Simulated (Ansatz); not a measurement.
```xyz
11

N     1.980   -0.431   -0.552
C     0.784   -0.301    0.239
S    -0.637   -0.632   -0.853
C    -1.902    0.258    0.022
F    -1.795    1.631   -0.113
H     2.083    0.348   -1.190
H     2.802   -0.484    0.034
H     0.804   -1.050    1.033
H     0.618    0.686    0.689
H    -1.876    0.033    1.091
H    -2.859   -0.057   -0.399
```

The species carries charge 0 and has multiplicity 1.

Question: List the PBE0/def2-TZVPP orbital energies in eV (Ansatz). (Best estimate.)

Answer: Computed: Occupied: -2422.34, -673.72, -391.26, -280.92, -279.80, -217.67, -161.52, -161.43, -161.28, -33.51, -25.36, -22.13, -19.24, -17.02, -14.51, -14.20, -14.08, -13.55, -12.52, -11.62, -10.59, -9.87, -9.03, -7.43, -6.80. Lowest empty: 0.56, 1.33, 1.65, 2.06, 2.48, 2.76, 2.91, 3.25.
